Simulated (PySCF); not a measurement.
## Computed spin Hamiltonian

Compound: C5H7O (doublet state).
Z-matrix (Å and degrees, GFN2-xTB geometry), rows numbered from 1:
```
O 
C   1  1.1915
C   2  1.4697  1  133.63
C   3  1.5546  2  119.01  1    11.29
C   4  1.5336  3   89.10  2   128.65
C   5  1.5364  4   90.38  3   -10.34
H   3  1.0916  2  107.76  1  -118.92
H   4  1.0877  3  112.03  2    13.44
H   4  1.0873  3  115.20  2  -112.27
H   5  1.0875  4  115.61  3  -128.99
H   5  1.0878  4  112.80  3   104.64
H   6  1.0880  3  112.37  2   -17.40
H   6  1.0872  3  115.63  2   108.63
```

The hyperfine couplings belong to this conformer and change with its torsions.

Identity: `O=[C]C1CCC1` [radical].

Method: UKS B3LYP, pcH-1 on C H O, non-relativistic, mean-field spin-orbit, GIAO (PySCF). One conformer (not necessarily the lowest) at the GFN2-xTB geometry, without solvent, vibrations or thermal averaging. A GFN2-xTB geometry isn't a minimum of the functional, and hyperfine couplings can be far from their values at a DFT geometry. No stability test was run, so a lower SCF solution isn't excluded.

* g1, g2, g3: 1.99523, 2.00200, 2.00461
* g_iso: 2.00061
* Form of g: rhombic: the two nearest values differ by 28 % of g3 − g1
* ⟨S²⟩: 0.7526 (exact 0.7500)
* α and β electrons: 23, 22
* HOMO–LUMO gap, α and β orbitals: 4.28, 7.31 eV
* Basis functions: 220

Hyperfine couplings atom by atom, in MHz; T1 to T3 are the principal values of the dipolar part:

```
atom  isotope  a_iso      T1     T2     T3  Mulliken spin population
  O1      17O  -42.3  -105.0   48.8   56.1                      0.24
  C2      13C  320.3   -51.8  -49.7  101.5                      0.65
  C3      13C  133.0   -13.3  -11.9   25.2                      0.04
  C4      13C   25.3    -6.5   -5.9   12.4                      0.06
  C5      13C   -1.4    -0.7   -0.3    1.0                      0.00
  C6      13C   10.4    -1.1   -0.1    1.2                      0.00
  H7       1H   -5.9    -8.8   -5.4   14.2                      0.00
  H8       1H   -2.5    -5.0   -0.1    5.2                      0.00
  H9       1H    2.4    -3.9   -0.9    4.8                      0.00
 H10       1H    5.6    -1.1   -1.0    2.1                      0.00
 H11       1H   -0.4    -1.3   -0.9    2.2                      0.00
 H12       1H    1.1    -3.8   -2.6    6.4                      0.01
 H13       1H   -0.6    -2.3   -1.6    3.9                      0.00
```

The Mulliken spin populations are largest on C2 (+0.65), O1 (+0.24) and C4 (+0.06).

Axes: g1 points within 13° of the O1–C2 bond.

Under fast tumbling the dipolar parts average out, and these isotropic splittings remain: 1 × 1H (H7, I = 1/2, 2 lines) with 0.21 mT, 1 × 1H (H10, I = 1/2, 2 lines) with 0.20 mT and 2 × 1H (H9/H13, I = 1/2, 3 lines) with 0.03 mT.

Class means assume fast exchange of nuclei equivalent by connectivity; if that motion is slow, each nucleus keeps its own coupling.

The 13C coupling of C2 (320.3 MHz) shows only in satellite lines or after enrichment, since that isotope makes up about 1.07 % of natural carbon.

The 17O coupling of O1 (-42.3 MHz) shows only in satellite lines or after enrichment, since that isotope makes up about 0.038 % of natural oxygen.

β density exceeds α density at some nuclei, such as H7 (-0.0013) and C5 (-0.0012), spin density in bohr⁻³. In a single determinant that takes different orbitals for the two spins, that is spin polarisation.
